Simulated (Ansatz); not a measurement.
Compare A (`CCCC(C)(C)C`) with its isomer B (`CCCC(C)CC`).

Isolated molecules relaxed with PBE0-D4/def2-TZVP in Ansatz; ΔE leaves out vibrations. CBS: MP2 limit from def2 TZ/QZ plus the TZ coupled-cluster correction, frozen cores. Functionals use def2-TZVPP. B3LYP here is the variant with VWN-RPA as its local correlation; programs differ in this. Each species was taken in one conformer, which may not be the lowest.

**Question.** Which is lower in electronic energy at CCSD(T)/CBS, and by how much? (An estimate is asked.)

**Answer.** Computed: A, by 2.3 kcal/mol.

**Question.** Give E(B) − E(A) in kcal/mol with CCSD(T)/def2-SVP, MP2/def2-TZVPP, B2PLYP, ωB97M-V, r2SCAN-D4, BLYP-D4, B3LYP. (An estimate is asked.)

**Answer.** Computed: CCSD(T)/def2-SVP 2.5, MP2/def2-TZVPP 3.2, B2PLYP 1.3, ωB97M-V 2.2, r2SCAN-D4 2.0, BLYP-D4 1.6, B3LYP 0.1. None reverses the order clearly.

Largest T1 diagnostic: 0.009.

The D4 term adds +1.3 kcal/mol with B3LYP and +0.7 kcal/mol with PBE0; it sums over pairs of atoms, weighted by their polarisabilities, and B3LYP, whose exchange is more repulsive, gets the larger term. Leaving LDA and LC-ωPBE aside and taking each functional with its dispersion term where it has one, the values, not all of them listed here, spread over 0.9 kcal/mol, from B2PLYP to B97M-V. LDA lies +1.7 kcal/mol from PBE without D4.
